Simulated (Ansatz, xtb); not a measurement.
Species: C2H2F, net charge -1, singlet state. It need not be the lowest isomer of its formula. Whether it binds its extra electron was not tested at this geometry. SMILES: [CH-]=CF
Coordinates optimised at B3LYP-D3(BJ)/def2-TZVP (Ansatz, a program for electronic structure):
```xyz
5

C      0.1315     0.3867     0.0160
C      1.2672    -0.2693    -0.0065
F     -1.1469    -0.2926    -0.0157
H     -0.1466     1.4455     0.0576
H      2.0768     0.4834     0.0265
```
Charge -1, spin multiplicity 1.

Harmonic wavenumbers from GFN2-xTB (xtb, at its own minimum), cm⁻¹: 476, 668, 730, 928, 1064, 1285, 1561, 2388, 2537.

Question: Give the harmonic wavenumbers at B3LYP-D3(BJ)/def2-TZVP (Ansatz, finite differences of forces, unscaled).

Answer: 542, 697, 719, 916, 1012, 1301, 1558, 2908, 2999 cm⁻¹. Zero-point energy 18.1 kcal/mol.

Question: From these and the geometry, give the ideal-gas thermochemistry at 298.15 K and 1 atm (rigid rotor, harmonic oscillator).

Answer: Point group Cs, rotational symmetry number 1. Rotational constants 80.95, 10.33, 9.157 GHz. S(trans) 37.34, S(rot) 21.27, S(vib) 1.41, S(elec, spin only) 0.00, S 60.0 cal/(mol K). H(298) - H(0) 2.69 kcal/mol; G - E(el) 2.9 kcal/mol.
